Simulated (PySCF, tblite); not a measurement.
## Complex of alane and methanethiol

A gas-phase complex of alane and methanethiol; neutral, singlet. The structure comes from a short search (6 tight-binding starts) and was relaxed by PBE0-D3(BJ)/def2-SVPD; another way of binding may lie lower. No frequency run checks that it is a minimum.

Parts: 1 = alane ([AlH3]), atoms 1–4; 2 = methanethiol (CS), atoms 5–10.

```xyz
10

Al   -0.478    0.324   -0.409
H    -1.366    1.291    0.516
H    -0.069   -1.096    0.210
H     0.420    0.978   -1.558
C    -3.440   -1.110   -0.426
S    -2.359   -0.582   -1.784
H    -4.439   -1.351   -0.809
H    -3.484   -0.334    0.349
H    -2.977   -2.011   -0.006
H    -2.976    0.586   -2.074
```
(Å; atoms numbered from 1)

Contacts between parts, classed by geometry: Al1···S6 2.500 Å (bond).

The parts are joined by the bond Al1–S6, so these are energies of forming such bonds; deforming the relaxed parts to their shape in the adduct costs 2.7 kcal/mol, which the interaction energies leave out.

Interaction energies are complex less parts, with the parts frozen as they stand in it; counterpoise-corrected, in kcal/mol (PySCF).

Task: How strongly do the parts interact, level by level?

Result: 
```tsv
level	interaction	superposition error removed
wB97M-D3(BJ)/def2-TZVPD	-20.84	-0.17
PBE0-D3(BJ)/def2-TZVPD	-23.03	-0.15
```

Task: What holds them together? Decompose the wB97M-D3(BJ)/def2-TZVPD energy: frozen parts, their antisymmetrised product, then relaxation.

Result: electrostatic -35.3, Pauli repulsion +41.7, orbital relaxation -25.3, dispersion correction -2.1 kcal/mol, which sum to the value before the counterpoise correction; the Pauli term holds the exchange-correlation of the frozen density too. Of the attraction, 56 % is electrostatic, 40 % is orbital relaxation, 3 % is dispersion correction.

The parts were also relaxed and run alone, at the levels used for the complex: shieldings by PBE0/pcSseg-2; core levels by delta-SCF with SCAN, pcX-2 on the ionised atom and pcseg-1 elsewhere, spin-free X2C (2p3/2 is the spin-free 2p value less a third of a first-order spin-orbit splitting).

Values alone: shielding of Al1 (ppm): 278.5; shielding of S6 (ppm): 627.1; Al1 2p3/2 core level (eV): 81.03; C5 1s core level (eV): 291.62; S6 2p3/2 core level (eV): 169.67.

Task: How do these values change when the complex forms?

Result: 
```json
{"property": "shielding of Al1 (ppm)", "alone": "278.5", "in the complex": "417.0", "change": "+138.4"}
{"property": "shielding of S6 (ppm)", "alone": "627.1", "in the complex": "604.9", "change": "-22.2"}
{"property": "Al1 2p3/2 core level (eV)", "alone": "81.03", "in the complex": "79.16", "change": "-1.87"}
{"property": "C5 1s core level (eV)", "alone": "291.62", "in the complex": "292.29", "change": "+0.67"}
{"property": "S6 2p3/2 core level (eV)", "alone": "169.67", "in the complex": "171.07", "change": "+1.39"}
```
